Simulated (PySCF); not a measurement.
Spectra and structures to be paired. Method used: TDDFT PBE0/def2-SVPD, vertical, gas phase, core orbitals frozen in the response (PySCF). Geometries: GFN2-xTB; one conformer of each isolated species. Triplets are in the Tamm–Dancoff approximation. Ions are computed without counter-ions or solvent.

A. `O=NO` (HNO2)
B. `CC(=O)c1cc(F)cnn1` (C6H5FN2O)
C. `C[n+]1ccoc1F` ([C4H5FNO]+)
D. `[H]/N=C1\CC[C@H]1C(F)(F)F` (C5H6F3N)
E. `c1cnccp1` (C4H4NP)

Lowest singlet levels (six at most, fewer where fewer were computed) with oscillator strengths:

1. 382 nm (f 0.000); 343 nm (f 0.000); 336 nm (f 0.003); 253 nm (f 0.000); 228 nm (f 0.008); 212 nm (f 0.169); T1 2.81 eV
2. 319 nm (f 0.008); 267 nm (f 0.000); 249 nm (f 0.018); 239 nm (f 0.009); 225 nm (f 0.084); 205 nm (f 0.000); T1 3.23 eV
3. 196 nm (f 0.120); 168 nm (f 0.068); 161 nm (f 0.004); 143 nm (f 0.447); 138 nm (f 0.024); 137 nm (f 0.000); T1 4.39 eV
4. 248 nm (f 0.002); 173 nm (f 0.044); 165 nm (f 0.001); 162 nm (f 0.102); 161 nm (f 0.003); 152 nm (f 0.001); T1 4.24 eV
5. 346 nm (f 0.001); 181 nm (f 0.002); 174 nm (f 0.042); 155 nm (f 0.194); 133 nm (f 0.008); 132 nm (f 0.007); T1 2.42 eV

Question: Match each spectrum to its molecule.

Answer: 1 = B, 2 = E, 3 = C, 4 = D, 5 = A.
- A: S1 at 3.58 eV, HOMO→LUMO (99%); Löwdin shares by element: HOMO oxygen 66%, nitrogen 32%; LUMO nitrogen 49%, oxygen 49%; HOMO -8.47 and LUMO -2.38 eV; point group Cs.
- B: S1 at 3.25 eV, HOMO→LUMO (99%); Löwdin shares by element: HOMO nitrogen 76%, carbon 15% or more; LUMO carbon 45% or more, oxygen 16% (atoms not listed hold the other 38%); HOMO -7.30 and LUMO -2.54 eV; point group Cs, 3 of its 6 listed states under f = 0.0005.
- C: S1 at 6.32 eV, HOMO→LUMO (95%); Löwdin shares by element: HOMO carbon 70% or more, nitrogen 10% (atoms not listed hold the other 20%); LUMO carbon 34% or more, oxygen 21%, nitrogen 19%, fluorine 11% (atoms not listed hold the other 15%); HOMO -13.29 and LUMO -6.17 eV; point group Cs, 1 of its 6 listed states under f = 0.0005.
- D: S1 at 5.00 eV, HOMO→LUMO (98%); Löwdin shares by element: HOMO nitrogen 55%, carbon 25% or more, hydrogen 8% or more; LUMO carbon 46% or more, nitrogen 29% (atoms not listed hold the other 24%); HOMO -7.69 and LUMO -0.76 eV.
- E: S1 at 3.89 eV, HOMO→LUMO (99%); Löwdin shares by element: HOMO nitrogen 43%, carbon 20% or more, phosphorus 15% (atoms not listed hold the other 22%); LUMO phosphorus 39%, carbon 30% or more, nitrogen 17%; HOMO -7.43 and LUMO -2.09 eV; point group C2v, 2 of its 6 listed states under f = 0.0005.
